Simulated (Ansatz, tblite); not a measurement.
# H2Se2: charged states by level of theory

One table from this session's results is given with a row withheld; the runs are named, their logs left out.

The runs use Ansatz 0.2.0, Gaussian basis; as each input shows.

The runs, in order: charge +1 doublet, at the geometry of the singlet (PBE0-D4/def2-TZVP, PBE-D4/def2-TZVP, r2SCAN-D4/def2-TZVP, CCSD(T)/def2-TZVPP); the starting singlet's energies come from earlier runs.

### The relaxed structure

The geometry is that of the singlet, from an earlier relaxation (r2SCAN-D4/def2-TZVP).

4 atoms, charge 0, spin multiplicity 1.

Atoms are counted from 1 here; the program's logs count them from 0.

Bond lengths: Se1–Se2 2.333 Å, Se1–H3 1.473 Å, Se2–H4 1.473 Å. Angles: Se2–Se1–H3 96.7°, Se1–Se2–H4 96.7°.

The first run:

Input file in.yaml:

```yaml
crystal:
  periodic: [false, false, false]
  atoms:
    - {symbol: Se, position_ang: [-1.003507, -0.338233, -0.711178]}
    - {symbol: Se, position_ang: [1.209061, -0.405859, 0.024975]}
    - {symbol: H, position_ang: [-1.115425, 1.129225, -0.781315]}
    - {symbol: H, position_ang: [0.909881, -0.385133, 1.467528]}
basis:
  gaussian: {orbitals: def2-TZVP}
total_charge: 1
magnetization: {spin_polarized: true, initial_magnetization: 1}
hamiltonian: {xc: pbe0, dispersion: d4}
output: {orbitals: {seedname: orbitals}}
```

Launch:

```sh
$ ansatz run in.yaml --threads 4 --pin off --events-out ev --progress --plain --max-ram 3916MiB
```

Among the steps run: Charge +1 doublet at the fixed geometry, PBE0-D4/def2-TZVP; Charge +1 doublet at the fixed geometry, PBE-D4/def2-TZVP; Charge +1 doublet at the fixed geometry, r2SCAN-D4/def2-TZVP; Charge +1 doublet at the fixed geometry, CCSD(T)/def2-TZVPP.

One table of the session follows, with a row left open; its other results are not shown here.

It belongs to the step «Vertical ionisation energy». 

```
             method  vertical ionisation energy (eV)
      HF/def2-TZVPP                             8.52
   PBE-D4/def2-TZVP                             9.18
r2SCAN-D4/def2-TZVP                             9.36
  PBE0-D4/def2-TZVP                             9.41
     MP2/def2-TZVPP                                ?
    CCSD/def2-TZVPP                             9.41
 CCSD(T)/def2-TZVPP                             9.46
```

**Question.** Estimate the row for MP2/def2-TZVPP.

The run gave: vertical ionisation energy (eV): 9.53. In the column «vertical ionisation energy (eV)» it is the highest.
